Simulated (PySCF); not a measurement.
One ligand Y is varied and pulled off as a radical: Cd(NH2)1–Y. All species are isolated molecules in the gas phase. One relaxed conformer stands for each flexible species; it need not be the lowest. Multiplicities are imposed; where one is given, others were not computed. Strings in code marks are SMILES.

Computed with PySCF 2.14.0 with B3LYP-D3(BJ)/def2-TZVP // PBE-D3(BJ)/def2-SVP. B3LYP has the VWN-RPA correlation part, as in Gaussian. 

```
species                   charge on the central atom (Mulliken) (e)  coordination number
------------------------  -----------------------------------------  -------------------
Y = Cl ([Cd(NH2)(Cl)])                                         0.76                    2
Y = F                                                          0.88                    2
Y = OH                                                         0.81                    2
free radical NH2                                                  –                    –
free radical N(CH3)2                                              –                    –
free radical SH (`[SH]`)                                          –                    –
```
